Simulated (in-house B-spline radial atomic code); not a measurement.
Values are calculated unless marked as measured or tabulated.
## Stopping and range of 1 keV O in Si

The pair potential comes from two frozen, spherical free-atom densities (PBE, B-spline radial code, scalar-relativistic past argon): electrostatics plus the change in Thomas-Fermi kinetic and Dirac exchange energy where they overlap, the recipe behind the universal ZBL potential, which averages such potentials (from solid-state densities) over many pairs. It is written V = (Z1 Z2 e²/r) φ(r/a), with e² = 14.3996 eV·Å and a = 0.46850 Å/(Z1^0.23 + Z2^0.23); ZBL's fit is φ = 0.18175 e^(−3.1998x) + 0.50986 e^(−0.94229x) + 0.28022 e^(−0.4029x) + 0.02817 e^(−0.20162x). Where φ falls below 4e-4 it is continued as an exponential.

The target is taken as amorphous, with density 2.329 g/cm³ (NSM archive of the Ioffe Institute); channelling is ignored. Masses: O 16.0, Si 28.09 u. Nuclear stopping is S_n = 4π a Z1 Z2 e² M1/(M1 + M2) × s_n(ε), with s_n integrated over impact parameters for each pair. Electronic stopping is Lindhard and Scharff's S_e = Z1^(1/6) 8π e² a0 Z1 Z2/(Z1^(2/3) + Z2^(2/3))^(3/2) × v/v0, with a0 = 0.529177 Å and v = v0 at 24.801 keV/u; it misses the oscillations with Z1 seen in experiment, which reach tens of per cent. Compounds add by atom fraction.

| target atom | a (Å) | ε at this energy | s_n, this pair | s_n, ZBL potential |
| --- | --- | --- | --- | --- |
| Si | 0.13587 | 0.05367 | 0.3122 | 0.2795 |

(1) What are the atom density and the stopping powers at entry?

Along the track:

| E (keV) | N S_n (eV/nm) | N S_e (eV/nm) |
| --- | --- | --- |
| 0.05 | 46.4 | 5.53 |
| 0.15 | 80.3 | 9.59 |
| 0.3 | 108 | 13.6 |
| 0.5 | 129 | 17.5 |
| 0.75 | 145 | 21.4 |
| 1 | 156 | 24.8 |

(2) Estimate the path length and the projected range.

Answers

(1) N = 2.329 × 0.602214/28.09 = 0.04993 atoms/Å³. For Si: S_n = 999.3 × 0.3122 = 312 eV·Å², S_e = 1.5675 × √1000 = 49.57 eV·Å². Averaged over the target's atoms and times N × 10 Å/nm, the ion loses N S_n = 156 eV/nm to recoils and N S_e = 24.8 eV/nm to electrons; the nuclear share is 86 %.

(2) With continuous slowing down the path is the integral of dE/(N (S_n + S_e)). Trapezoids over the table give 7.53 nm, and the stretch below the first row, with stopping taken as √E, adds 2E/(N S) = 1.9 nm: 9.45 nm in all, against 8.69 nm on a fine grid from 5 eV, a cut that itself drops some per cent of so short a path. Deflections shorten the depth: to first order in the energy passed on, N (S_n + S_e) dR_p/dE = 1 − N S_n (M2/M1) R_p/(2E), summed over the target's atoms, and integrating this on the fine grid gives R_p = 3.87 nm, 0.45 of the path. Lindhard's rule of thumb R/(1 + M2/3M1), with mean M2/M1 = 1.76, gives 5.48 nm. On the ZBL potential the same equation gives 4.26 nm, and the full integral equation, which keeps hard collisions, 4.48 nm.
